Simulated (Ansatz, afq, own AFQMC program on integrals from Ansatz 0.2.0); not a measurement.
# Where AFQMC and coupled cluster stand for BeNH₂, quartet

```xyz
4

N     0.0000   -0.0305    1.4690
Be    0.0000   -0.1814   -2.2819
H     0.0000    0.7766    2.0990
H     0.0000    1.2694   -2.1098
```

Connectivity, by distances: NH ··· BeH.

Basis cc-pVDZ. Only valence electrons are correlated. Integrals, coupled cluster, full CI and functionals: Ansatz 0.2.0; the random walks run on the same integrals in our own AFQMC program. ph-AFQMC/CISD is guided by a CISD state made of CCSD amplitudes; releasing the constraint for a short imaginary time cuts its bias at the price of noise, slowly where states lie close. Error bars are statistical, one sigma.

Determinant: UHF, the one that the program's search chose, which needn't be the lowest solution. The geometry is a point of a scan.

No full CI on the walks' own integrals is used here; CCSDT(Q) serves as the reference and is uncertain by about the last step of the cluster series.

Cautions: lower spins were not checked.

- T1 diagnostic: 0.0116
- weight of the determinant in the CISD state: 0.926
- ⟨S²⟩ of the determinant: 3.767
- size of the correlated space: 9 electrons in 36 orbitals

Reference: CCSDT(Q), correlation energy -4.477 eV. The released energy is read at 2.40 1/Eh (meV from the phaseless value at times in 1/Eh: -5 ± 7 at 0.24, -9 ± 7 at 0.51, -10 ± 5 at 0.99, -15 ± 5 at 1.62, -15 ± 9 at 2.40).

```tsv
level	E − E(reference) (kJ/mol)	share of correlation (%)
HF	432.0	0.00
MP2	86.6	79.95
CCSD	6.9	98.39
CCSD(T)	1.7	99.61
CCSDT	0.3	99.93
ph-AFQMC/CISD	1.4 ± 0.5	99.67
released AFQMC	-0.1 ± 0.9	100.02
```

A walk keeps the symmetry of its determinant, which the program's search chose and which needn't be the lowest solution, so a lower state of the same spin and another symmetry isn't excluded. Released energies are given only where the last usable release times agree within the noise; a slower fall can still hide under it.
